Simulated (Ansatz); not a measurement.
# CHBe (doublet): PBE, r2SCAN over a scan of the distance C1–H3, 6-31G

How well do these functionals follow the top wave-function level for CHBe (doublet) over a scan of the distance C1–H3?

The runs use Ansatz 0.2.0, Gaussian basis; 6-31G, all electrons in the functionals.

To be run: PBE, r2SCAN, at 0.881 Å; 0.990 Å; 1.082 Å; 1.182 Å; 1.351 Å; 1.482 Å; 1.742 Å; 2.009 Å; 2.435 Å; 2.871 Å; 3.738 Å.

33 further runs of the same task are left out: 14 for a known fault of the program, 15 that didn't finish, 4 set aside as unsound or not needed. Runs told in other sessions of the task aren't counted.

**1. What is computed**

The geometry derives from a PBE0/def2-TZVP stationary point (not a proven minimum). One bond is set to the value named and the two fragments are kept rigid.

3 atoms, charge 0, spin multiplicity 2.

Atoms are counted from 1 here; the program's logs count them from 0.

Bond lengths: C1–Be2 1.624 Å, C1–H3 1.082 Å. Angles: Be2–C1–H3 180.0°.

No dispersion term is added.

The geometry shown and the zero of energy belong to the point 1.082 Å. The yardstick, FCI, and other wave-function levels (R restricted, U unrestricted, valence and pair active spaces) come from earlier runs.

**2. PBE, 0.881 Å**

The input, in.yaml:

```yaml
crystal:
  periodic: [false, false, false]
  atoms:
    - {symbol: C, position_ang: [0.000000, 0.000000, 0.247733]}
    - {symbol: Be, position_ang: [0.000000, 0.000000, -1.376467]}
    - {symbol: H, position_ang: [0.000000, 0.000000, 1.128733]}
basis:
  gaussian: {orbitals: 6-31G}
magnetization: {spin_polarized: true, initial_magnetization: 1}
hamiltonian: {xc: {name: PBE}}
output: {orbitals: {seedname: orbitals}}
```

Launch:

```bash
> ansatz run in.yaml --threads 1 --pin off --events-out ev --progress --plain --max-ram 2393MiB
```

After this run come: PBE, 0.990 Å; PBE, 1.082 Å; PBE, 1.182 Å; PBE, 1.351 Å; PBE, 1.482 Å; PBE, 1.742 Å; PBE, 2.009 Å; PBE, 2.435 Å; PBE, 2.871 Å; PBE, 3.738 Å; r2SCAN, 0.881 Å; r2SCAN, 0.990 Å; r2SCAN, 1.082 Å; r2SCAN, 1.182 Å; r2SCAN, 1.351 Å; r2SCAN, 1.482 Å; r2SCAN, 1.742 Å; r2SCAN, 2.009 Å; r2SCAN, 2.435 Å; r2SCAN, 2.871 Å; r2SCAN, 3.738 Å.

Before running them: what should the planned runs give, taken together? Wanted: span of the FCI curve; largest miss, PBE; largest miss, r2SCAN; largest miss, UCCSD(T).

The runs gave:

| quantity | value |
| --- | --- |
| span of the FCI curve | 344.6 kJ/mol |
| largest miss, PBE | +71.7 kJ/mol (3.738 Å) |
| largest miss, r2SCAN | +70.5 kJ/mol (3.738 Å) |
| largest miss, UCCSD(T) | +26.2 kJ/mol (3.738 Å) |

In words: Of the functionals, r2SCAN keep the smallest largest miss at the points compared (at most 70.5 kJ/mol) and PBE strays most (71.7 kJ/mol, at 3.738 Å). PBE, r2SCAN clearly break the spin symmetry at some points (⟨S²⟩ up to 1.78 above the pure value), so energy there is bought with a mixed spin. Functionals and the yardstick converge differently with the basis, so part of each miss in 6-31G is the basis.
